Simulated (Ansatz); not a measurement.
# C₄H₅N: a ladder of functionals and wavefunction methods

Aim: compute C₄H₅N with functionals from several rungs and with coupled cluster, and see how far each lands from CCSD(T) at the basis-set limit for the atomisation energy.

Computed with Ansatz 0.2.0, Gaussian basis. Level: functionals in def2-TZVPP, the program's frozen cores in correlated methods.

The runs, in order: LDA (SPW92), PBE-D4, revPBE-D4, BLYP-D4, r2SCAN-D4, B97M-V, PBE0-D4, B3LYP-D4, r2SCANh-D4, r2SCAN0-D4, HSE06-D4, BHLYP-D4, CAM-B3LYP-D4, LC-ωPBE, ωB97X-V, ωB97M-V, B2PLYP, PBE-QIDH; CCSD(T)/def2-SVP; CCSD(T)/def2-TZVPP; MP2/def2-QZVPP; extrapolation to the limit; RPA on PBE.

## Step 1: The geometry

All runs share one geometry, relaxed beforehand with PBE0-D4 in a triple-zeta def2 set.

SMILES `C=C=CN=C`, 10 atoms, charge 0, spin multiplicity 1.

Atoms are counted from 1 here; the program's logs count them from 0.

Bond lengths: C1–C2 1.296 Å, C1–H6 1.086 Å, C1–H7 1.086 Å, C2–C3 1.310 Å, C3–N4 1.394 Å, C3–H8 1.094 Å, N4–C5 1.266 Å, C5–H9 1.098 Å, C5–H10 1.088 Å. Angles: C2–C1–H6 121.3°, C2–C1–H7 121.3°, H6–C1–H7 117.5°, C1–C2–C3 178.6°, C2–C3–N4 121.9°, C2–C3–H8 119.1°, N4–C3–H8 119.0°, C3–N4–C5 117.3°, N4–C5–H9 123.3°, N4–C5–H10 119.1°, H9–C5–H10 117.7°.

## Step 2: LDA

This LDA is Slater exchange with PW92 correlation.

Input file in.yaml:

```yaml
crystal:
  periodic: [false, false, false]
  atoms:
    - {symbol: C, position_ang: [-1.826387, 1.376756, 0.843533]}
    - {symbol: C, position_ang: [-0.953193, 0.605445, 0.276553]}
    - {symbol: C, position_ang: [-0.091761, -0.181668, -0.319500]}
    - {symbol: N, position_ang: [1.191044, -0.388425, 0.186364]}
    - {symbol: C, position_ang: [1.951207, -1.168654, -0.458992]}
    - {symbol: H, position_ang: [-1.890978, 2.432290, 0.596343]}
    - {symbol: H, position_ang: [-2.514218, 0.994523, 1.592026]}
    - {symbol: H, position_ang: [-0.387146, -0.692357, -1.241346]}
    - {symbol: H, position_ang: [1.646755, -1.678658, -1.382397]}
    - {symbol: H, position_ang: [2.957879, -1.350352, -0.089685]}
basis:
  gaussian: {orbitals: def2-TZVPP}
hamiltonian: {xc: lda}
output: {orbitals: {seedname: orbitals}}
```

The run is started by

```bash
$ ansatz run in.yaml --threads 2 --pin off --events-out ev --progress --plain --max-ram 4352MiB
```

Further steps of the session: PBE-D4 (GGA); revPBE-D4 (GGA); BLYP-D4 (GGA); r2SCAN-D4 (meta-GGA); B97M-V (meta-GGA); B3LYP-D4 (hybrid); r2SCANh-D4 (hybrid); r2SCAN0-D4 (hybrid); HSE06-D4 (hybrid); BHLYP-D4 (hybrid); CAM-B3LYP-D4 (range-separated); LC-ωPBE (range-separated); ωB97X-V (range-separated); ωB97M-V (range-separated); B2PLYP (double hybrid); PBE-QIDH (double hybrid); CCSD(T) in def2-SVP; CCSD(T) in def2-TZVPP; MP2 in def2-QZVPP; RPA on PBE orbitals.

Q: Predict the results of all the runs planned. Wanted: atomisation energy, CCSD(T)/CBS; farthest beyond LDA; mean size of error, GGA; mean size of error, meta-GGA; mean size of error, hybrid; mean size of error, range-separated; mean size of error, double hybrid; gap, smallest and largest; T1 diagnostic.

The runs gave:

```
                               quantity                                           value
        atomisation energy, CCSD(T)/CBS                                   4249.0 kJ/mol
 functionals within 21.2 kJ/mol (0.5 %)  r2SCANh-D4, LC-ωPBE, ωB97X-V, B2PLYP, PBE-QIDH
                    farthest beyond LDA                          PBE-D4 (+197.2 kJ/mol)
                mean size of error, GGA                                    117.3 kJ/mol
           mean size of error, meta-GGA                                     35.0 kJ/mol
             mean size of error, hybrid                                     64.4 kJ/mol
    mean size of error, range-separated                                     24.3 kJ/mol
      mean size of error, double hybrid                                      4.9 kJ/mol
              gap, smallest and largest       3.87 eV (LDA (SPW92)), 10.89 eV (LC-ωPBE)
                          T1 diagnostic                                          0.0128
triples share of the correlation energy                                           4.8 %
```

In words: LDA overbinds by 715.2 kJ/mol (17 %). PBE-D4 misses by +197.2 kJ/mol. Double hybrids carry the basis error of their MP2 part in triple zeta, and no dispersion term here, so their miss is partly the set-up's. Taken by rung, double hybrid functionals do best (4.9 kJ/mol on average) and GGA ones worst beyond LDA (117.3 kJ/mol). Misses under about 21.2 kJ/mol are within the doubt on the reference itself, which lacks core-valence correlation, relativity and higher excitations. Hartree-Fock recovers 71 % of the binding; the rest is correlation. CCSD(T) in def2-SVP is off by -181.3 kJ/mol, worse than the median functional, from the basis alone. Orbital gaps span 3.9 to 10.9 eV; exact exchange widens them. The restricted reference is unstable towards a spin-broken one.
